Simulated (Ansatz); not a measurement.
# H₂O₂ (singlet): the correlation ladder, cc-pVQZ

One table from this session's results is given with a row withheld; the runs are named, their logs left out.

Method: cc-pVQZ, core rule «outside noble gas», up to 2 orbitals frozen; program: Ansatz 0.2.0, Gaussian basis.

To be run: UHF; CCSD(T) on RHF; BCCD(T) on RHF; CCSDT(Q) on RHF; CASSCF and NEVPT2, 14 electrons in 10 orbitals.

10 further runs of the same task are left out: 1 that didn't finish, 9 set aside as unsound or not needed.

### The system

The geometry is an MP2(full)/6-31G* stationary point (not a proven minimum).

4 atoms, charge 0, spin multiplicity 1.

Atoms are counted from 1 here; the program's logs count them from 0.

Bond lengths: O1–O2 1.468 Å, O1–H3 0.976 Å, O2–H4 0.976 Å. Angles: O2–O1–H3 98.6°, O1–O2–H4 98.6°.

The first run:

in.yaml

```yaml
crystal:
  periodic: [false, false, false]
  atoms:
    - {symbol: O, position_ang: [0.000000, 0.734058, -0.028136]}
    - {symbol: O, position_ang: [0.000000, -0.734058, -0.028136]}
    - {symbol: H, position_ang: [0.839547, 0.880752, 0.446615]}
    - {symbol: H, position_ang: [-0.839547, -0.880752, 0.446615]}
basis:
  gaussian: {orbitals: cc-pVQZ}
magnetization: {spin_polarized: true, initial_magnetization: 0}
hamiltonian: {xc: hf}
output: {orbitals: {seedname: orbitals}}
```

On the command line:

```sh
$ ansatz run in.yaml --threads 1 --pin off --events-out ev --progress --plain --max-ram 3956MiB --backend cpu
```

Among the steps run: UHF; CCSD(T) on RHF; BCCD(T) on RHF; CCSDT(Q) on RHF; CASSCF and NEVPT2, 14 electrons in 10 orbitals.

One table of the session follows, with a row left open; its other results are not shown here.

It belongs to the step «Misses and costs». 

| method | from RCCSDT(Q) (kJ/mol) |
| --- | --- |
| RHF | +1480.2 |
| RMP2 | +66.0 |
| RCCSD | +60.1 |
| RCCSD(T) | +3.6 |
| BCCD(T) | +3.5 |
| RCCSDT | +4.0 |
| RCCSDT(Q) | 0 |
| CASSCF valence | +1186.6 |
| NEVPT2 valence | ? |

Estimate the missing values for NEVPT2 valence.

The run gave: from RCCSDT(Q) (kJ/mol): +150.0. In the column «from RCCSDT(Q) (kJ/mol)» it lies between RMP2 (+66.0) and CASSCF valence (+1186.6).

With the free atoms at the same levels and basis (separate runs), the atomisation energy is 11.464 eV at RCCSDT(Q), 11.448 eV at RCCSD(T), 5.737 eV at RHF.
